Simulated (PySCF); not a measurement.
Isomers of C3H5NO, mass 71.037 u with the commonest isotopes. Computed with PBE0-D3(BJ)/def2-SVP geometry optimisation, gas phase (PySCF). One conformer each, none proved a minimum here; rigid rotors.

Question: Order these by rotational constant C, smallest first.
A. `[CH3:1][O:2][C:3]1=[N:4][CH2:5]1` with C1–O2–C3–N4 1°
B. `[H]/[N:1]=[CH:2]\[CH2:3][CH:4]=[O:5]` with N1–C2–C3–C4 -123°, C2–C3–C4–O5 129°
C. `[CH3:1]/[CH:2]=[N:3]/[CH:4]=[O:5]` with C2–N3–C4–O5 54°

Answer: B (2470 MHz), C (2528 MHz), A (3223 MHz).

Question: Order these by rotational constant B, largest first.
A. `[H]/[N:1]=[CH:2]\[CH2:3][CH:4]=[O:5]` with N1–C2–C3–C4 -123°, C2–C3–C4–O5 129°
B. `[CH3:1]/[CH:2]=[N:3]/[CH:4]=[O:5]` with C2–N3–C4–O5 54°
C. `[CH3:1][O:2][C:3]1=[N:4][CH2:5]1` with C1–O2–C3–N4 1°

Answer: C (3746 MHz), B (2714 MHz), A (2534 MHz).

Question: Order these by out-of-plane moment Σ m c² = (Ia + Ib − Ic)/2, largest first.
A. `[CH3:1][O:2][C:3]1=[N:4][CH2:5]1` with C1–O2–C3–N4 1°
B. `[CH3:1]/[CH:2]=[N:3]/[CH:4]=[O:5]` with C2–N3–C4–O5 54°
C. `[H]/[N:1]=[CH:2]\[CH2:3][CH:4]=[O:5]` with N1–C2–C3–C4 -123°, C2–C3–C4–O5 129°

Answer: C (11.61 u·Å²), B (4.42 u·Å²), A (3.35 u·Å²).

```json
{"SMILES": "COC1=NC1", "point group": "near Cs", "Ia (u·Å²)": "28.60", "Ib (u·Å²)": "134.91", "Ic (u·Å²)": "156.81", "κ": "-0.93", "μa (D)": "1.80", "μb (D)": "0.88", "μc (D)": "0.00"}
{"SMILES": "C/C=N/C=O", "point group": "C1", "Ia (u·Å²)": "22.54", "Ib (u·Å²)": "186.22", "Ic (u·Å²)": "199.93", "κ": "-0.98", "μa (D)": "2.87", "μb (D)": "0.27", "μc (D)": "1.28"}
{"SMILES": "[H]/N=C\\CC=O", "point group": "C1", "Ia (u·Å²)": "28.36", "Ib (u·Å²)": "199.45", "Ic (u·Å²)": "204.60", "κ": "-0.99", "μa (D)": "0.11", "μb (D)": "1.77", "μc (D)": "0.93"}
```
